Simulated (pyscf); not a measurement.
PySCF, gas phase, ωB97X-D3(BJ)/def2-SVP geometries.

### Question
PBE/def2-TZVP puts the barrier of H₂N–BH–Cl + hydrogen (H₂) → H₂B–Cl + ammonia (NH₃) (four-centre exchange; singlet surface; B–N, H–H broken, B–H, H–N formed) at 1.60 eV and the reaction energy at +1.30 eV, from the separated reactants. What do r²SCAN/def2-TZVP, B3LYP-D3(BJ)/def2-TZVP, ωB97M-D3(BJ)/def2-TZVP give on the same structures?

### Answer
r²SCAN: ΔE‡ = 1.71 eV, ΔE = +1.34 eV; B3LYP-D3(BJ): ΔE‡ = 1.88 eV, ΔE = +1.29 eV; ωB97M-D3(BJ): ΔE‡ = 1.82 eV, ΔE = +1.27 eV. PBE's barrier lies under all of them, by 0.12 to 0.28 eV. Its reaction energy lies among theirs. On the product side the descent ends in an adduct with a B–N contact, 1.32 eV under the separated species and 1.88 eV under the saddle at ωB97X-D3(BJ)/def2-TZVP. What is counted as broken (B–N) persists as a longer contact in the product adduct; parting that adduct is a step of its own. At the saddle there is also a short B–H contact that neither side keeps. One saddle was located; it need not be the lowest between these sides.
